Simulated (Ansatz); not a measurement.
Ansatz (a quantum-chemistry and plane-wave program) input (CCSD(T)/6-31G*):

Ansatz 0.2 input:
```yaml
crystal:
  periodic: [false, false, false]
  atoms:
    - {symbol: O, position_ang: [-0.03358599, 1.35244432, -0.19132675]}
    - {symbol: C, position_ang: [-0.02298824, 0.02608309, 0.34390833]}
    - {symbol: H, position_ang: [0.79751410, 1.78006367, 0.04092007]}
    - {symbol: H, position_ang: [0.10297798, 0.08688173, 1.44150946]}
    - {symbol: C, position_ang: [-1.33803449, -0.58604795, 0.05002014]}
    - {symbol: C, position_ang: [1.14695488, -0.79080276, -0.21079365]}
    - {symbol: H, position_ang: [1.07992468, -0.84954531, -1.29760345]}
    - {symbol: H, position_ang: [-2.17250250, 0.04060755, -0.22648968]}
    - {symbol: H, position_ang: [2.09977048, -0.32776419, 0.05824743]}
    - {symbol: H, position_ang: [-1.49388676, -1.64185974, 0.21779862]}
    - {symbol: H, position_ang: [1.13929704, -1.80333248, 0.19742255]}
basis:
  gaussian:
    orbitals: 6-31G*
magnetization: {spin_polarized: true, initial_magnetization: 1}
correlation: {method: ccsd_t, electrons: outside_noble_gas}
```

End of the output:

```
integrals: 0.09 GiB planned
785 factors; integrals over basis functions are off by at most 7.0e-4 eV
mean field: 0.20 GiB planned
mean field evaluation 1: about -5234.6183 eV, gradient 2.4e1 eV
mean field evaluation 2: about -5234.6195 eV, gradient 2.4e1 eV
mean field evaluation 4: about -5237.5812 eV, gradient 3.0e0 eV
mean field evaluation 8: about -5237.6562 eV, gradient 1.5e-1 eV
mean field evaluation 16: about -5237.6468 eV, gradient 8.5e-1 eV
mean field -5237.65665561 eV, -192.4803318825 hartree, gradient 2.1e-6 eV, S^2 0.762670; 0 other end points of the search recorded, 0 dependent functions left out
4 core orbitals not correlated
reference -5237.65665561 eV, -192.4803318825 hartree; 13, 12 occupied and 57, 58 virtual orbitals, 785 factors
second order -14.87168472 eV of doubles, -0.00000000 eV of singles
coupled cluster: 0.45 GiB planned
cycle   1  -15.59253706 eV  change   -7.2e-1 eV  update   8.1e-2
cycle   2  -16.01221036 eV  change   -4.2e-1 eV  update   2.5e-2
cycle   3  -16.10107148 eV  change   -8.9e-2 eV  update   1.1e-2
cycle   4  -16.10457075 eV  change   -3.5e-3 eV  update   3.8e-3
cycle   5  -16.10472778 eV  change   -1.6e-4 eV  update   1.7e-3
cycle   6  -16.10486479 eV  change   -1.4e-4 eV  update   6.8e-4
cycle   7  -16.10475224 eV  change    1.1e-4 eV  update   2.5e-4
cycle   8  -16.10476004 eV  change   -7.8e-6 eV  update   1.2e-4
cycle   9  -16.10477394 eV  change   -1.4e-5 eV  update   4.9e-5
cycle  10  -16.10475219 eV  change    2.2e-5 eV  update   2.0e-5
perturbative correction -0.40178631 eV, -0.0147653747 hartree
Total energy: -5254.16319411 eV, -193.0869359840 hartree
```

It need not be the lowest isomer of its formula.
